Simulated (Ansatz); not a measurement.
A nudged elastic band was laid between two geometries of C3H5N (9 atoms, charge 0, multiplicity 1).

Computed with RKS B3LYP-D4/def2-SVP (Ansatz).

```
movable images  : 5
climbing image  : yes
spring          : 5.0 eV/Å²
optimiser       : quadratic models (default)
start path      : through a guess of the saddle point
force threshold : 0.03 eV/Å
iteration limit : 60
end points      : relaxed
```

Image 0:

```xyz
9
Properties=species:S:1:pos:R:3
N -0.186 1.274 -0.660
C 0.473 0.059 -0.238
C -0.256 -1.176 0.232
C 0.315 -0.446 1.154
H -0.290 1.293 -1.676
H -1.124 1.331 -0.262
H 1.447 -0.043 -0.745
H -0.880 -2.033 -0.016
H 0.502 -0.258 2.211
```

Image 6:

```xyz
9
Properties=species:S:1:pos:R:3
N -0.397 0.985 -0.982
C 0.402 -0.039 -0.348
C -0.245 -1.219 0.291
C 0.321 -0.382 1.120
H 0.122 1.862 -1.044
H -1.239 1.172 -0.438
H 1.355 -0.169 -0.886
H -0.847 -2.115 0.138
H 0.527 -0.095 2.150
```

Task: Which bonds break or form, and what moves?

Result: No bond is made or broken. The height of N1 over the plane of its neighbours goes from 0.38 to -0.38 Å. The two ends are copies of one structure, up to a mirror image or an exchange of like atoms.

Task: Give the energies along the band, and the barrier.

Result: The forces met the threshold. The highest image is number 2 of 0 to 6, 14.7 kJ/mol above the ends, which have the same energy within 2 meV. A vibrational analysis at the climbing image gives one clearly imaginary mode, 602i cm⁻¹: a first-order saddle point.

```json
{"image": "0", "path coordinate (Å)": "0.00", "energy (kJ/mol)": "0.0", "height of N1 over the plane of its neighbours (Å)": "0.38"}
{"image": "1", "path coordinate (Å)": "0.36", "energy (kJ/mol)": "2.2", "height of N1 over the plane of its neighbours (Å)": "0.33"}
{"image": "2", "path coordinate (Å)": "0.72", "energy (kJ/mol)": "14.7", "height of N1 over the plane of its neighbours (Å)": "0.00"}
{"image": "3", "path coordinate (Å)": "0.92", "energy (kJ/mol)": "8.8", "height of N1 over the plane of its neighbours (Å)": "-0.20"}
{"image": "4", "path coordinate (Å)": "1.11", "energy (kJ/mol)": "2.2", "height of N1 over the plane of its neighbours (Å)": "-0.34"}
{"image": "5", "path coordinate (Å)": "1.30", "energy (kJ/mol)": "0.5", "height of N1 over the plane of its neighbours (Å)": "-0.37"}
{"image": "6", "path coordinate (Å)": "1.49", "energy (kJ/mol)": "0.0", "height of N1 over the plane of its neighbours (Å)": "-0.38"}
```

Task: What is the geometry of the highest image?

Result: 
```xyz
9
Properties=species:S:1:pos:R:3
N -0.340 1.092 -0.758
C 0.426 -0.008 -0.281
C -0.226 -1.236 0.281
C 0.361 -0.449 1.150
H -0.005 1.669 -1.513
H -1.234 1.313 -0.345
H 1.370 -0.093 -0.842
H -0.882 -2.090 0.110
H 0.529 -0.199 2.198
```

Task: What are the harmonic wavenumbers there?

Result: 602i, 202, 401, 457, 634, 790, 865, 903, 975, 1050, 1059, 1148, 1275, 1419, 1584, 1695, 3067, 3203, 3246, 3624, 3759 cm⁻¹.

The run took 4.1 min on 1 thread of Arm Neoverse N1, on a shared host, peak memory 0.15 GiB.
